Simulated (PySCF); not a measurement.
Isomers of C3H3NO2. Level of theory: PBE0-D3(BJ)/def2-SVP geometry optimisation, gas phase in PySCF 2.14.0. One conformer each; no zero-point energy, no entropy. No frequencies were run at this level. Point groups hold within 0.08 Å.

Question: Rank from lowest to highest electronic energy at this level (kcal/mol).
A. `[N:1]#[C:2][CH2:3][C:4](=[O:5])[OH:6]` with C2–C3–C4–O5 173°, C3–C4–O6–H -179° (cyanoacetic acid)
B. `[O:1]=[CH:2][O:3][C@@H:4]1[CH:5]=[N:6]1` with O1–C2–O3–C4 -2°, C2–O3–C4–C5 -21°

Answer: A (0.0), B (46.8).

As drawn, the lower has a C≡N group and an O–H bond, which the higher lacks; the higher has a three-membered ring and a C=N bond, which the lower lacks.

| SMILES | E (Eh) | E rel (kcal/mol) | dipole (D) | point group | A, B, C (MHz) |
| --- | --- | --- | --- | --- | --- |
| N#CCC(=O)O | -320.72813 | 0.0 | 2.27 | near Cs | 9922, 2345, 1923 |
| O=CO[C@@H]1C=N1 | -320.65358 | 46.8 | 1.59 | C1 | 8248, 3507, 2739 |

Q: How do the relative energies change in single points at PBE0/pcSseg-1 (no added dispersion term) on the same geometries?

A: 
```
         SMILES  PBE0-D3(BJ)/def2-SVP (kcal/mol)  PBE0/pcSseg-1 (kcal/mol)  shift
     N#CCC(=O)O                              0.0                       0.0    0.0
O=CO[C@@H]1C=N1                             46.8                      47.9   +1.1
```

Each column counts from its own lowest isomer. The order is unchanged; the largest shift is 1.1 kcal/mol.
